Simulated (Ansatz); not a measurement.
A run of Ansatz (development build ahead of 0.2.0) on doublet C₂H at this shape:

```xyz
3

H     0.0009    0.0003   -1.5532
C     0.0003    0.0003   -0.4758
C     0.0003    0.0001    0.7345
```

Its results:

```json
{
 "Converged": "yes",
 "Reference energy": "-76.17712 hartree",
 "Correlation energy": "-0.24074 hartree",
 "Total energy": "-76.41786 hartree",
 "Spin squared of the determinant": "1.143"
}
```

(1) Which input gives this output? Name the method, the orbitals and the basis set, and write the input.

Results:

(1) UHF-MP2 in cc-pVTZ.

```yaml
crystal:
  periodic: [false, false, false]
  atoms:
    - { symbol: H, position_ang: [0.00094, 0.0003, -1.55316] }
    - { symbol: C, position_ang: [0.00032, 0.00027, -0.47576] }
    - { symbol: C, position_ang: [0.00028, 6.0e-05, 0.73454] }
basis:
  gaussian: { orbitals: cc-pVTZ }
magnetization:
  spin_polarized: true
  initial_magnetization: 1
hamiltonian:
  xc: hf
correlation:
  method: mp2
  frozen_orbitals: { C: 1, H: 0 }
```

Caution: the unrestricted determinant is spin contaminated.
